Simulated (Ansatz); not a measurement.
This Ansatz (a quantum-chemistry and plane-wave program) input (PBE0/cc-pV5Z) gives -1.16905 Eh with 110 basis functions. A basis named .json is the Basis Set Exchange file of that set (core-valence sets with the plain set on hydrogen).

Ansatz 0.2 input:
```yaml
crystal:
  periodic: [false, false, false]
  atoms:
    - {symbol: H, position_ang: [-0.00000000, -0.00000000, -0.37201156]}
    - {symbol: H, position_ang: [0.00000000, 0.00000000, 0.37201156]}
basis:
  gaussian:
    orbitals: cc-pV5Z
hamiltonian:
  xc: {name: PBE0}
magnetization: {spin_polarized: false}
```

Change:
```diff
- orbitals: cc-pV5Z
+ orbitals: aug-pcseg-1.json
```

**Question.** What does the run give now?

**Answer.** -1.16548 Eh (PBE0/aug-pcseg-1, 18 functions), a change of +3.57 mEh.
